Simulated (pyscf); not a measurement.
PySCF, gas phase, ωB97X-D3(BJ)/def2-SVP geometries.

Task: What is the homolytic dissociation enthalpy (298 K, ωB97M-D3(BJ)/def2-TZVP) of the Si–Si bond of H₂N–SiH(NH₂)–SiH₃, to H₂N–SiH•–NH₂ + SiH₃•?

Result: Si–Si to H₂N–SiH•–NH₂ + SiH₃•: 76.6 kcal/mol. The 7 functionals that were run give +69.4 (r²SCAN) to +81.0 kcal/mol (ωB97X-D3(BJ)). H₂N–SiH(NH₂)–SiH₃ lies 16.0 kcal/mol over its isomer H₂N–SiH₂–NH–SiH₃, and others may lie lower still (electronic energy, ωB97M-D3(BJ)). Other isomers of H₂N–SiH•–NH₂ were not searched in full and may lie lower.
